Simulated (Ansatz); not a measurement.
Process, species as SMILES: [CH]=O (CH-O) → [CH-]=O (an electron is taken up)
B3LYP-D3(BJ)/def2-TZVP geometries, fixed; electronic energies without zero-point terms; positive where energy is released.
Largest species:
```
C
O 1 1.1718
H 1 1.1249 2 124.43
```
Charge 0, spin multiplicity 2.

The adiabatic electron affinity at MP2 with Ansatz (an electronic-structure program), in eV, split into its Hartree-Fock and correlation parts. Cores are frozen. Open shells are unrestricted. No added dispersion term, no relativity. Functions are those of the species that has most.

| basis | X | functions | Hartree-Fock | MP2 |
|---|---|---|---|---|
| aug-cc-pVDZ | 2 | 55 | -0.836 | 0.060 |
| aug-cc-pVTZ | 3 | 115 | -0.889 | 0.126 |
| aug-cc-pVQZ | 4 | 206 | -0.899 | 0.158 |

Worked estimate of the basis-set limit from each neighbouring pair, with Hartree-Fock from the larger set and the correlation part extrapolated as X^-3.
Correlation parts: X = 2: 0.896, X = 3: 1.015, X = 4: 1.057.
- (2,3): (27·(1.015) - 8·(0.896))/19 = 1.065; with Hartree-Fock -0.889 the estimate is 0.176 eV.
- (3,4): (64·(1.057) - 27·(1.015))/37 = 1.088; with Hartree-Fock -0.899 the estimate is 0.189 eV.
The last two estimates differ by 0.013 eV; the largest set lies 0.031 from the last. Over the last step Hartree-Fock moves by -0.010 and the correlation part by 0.042.
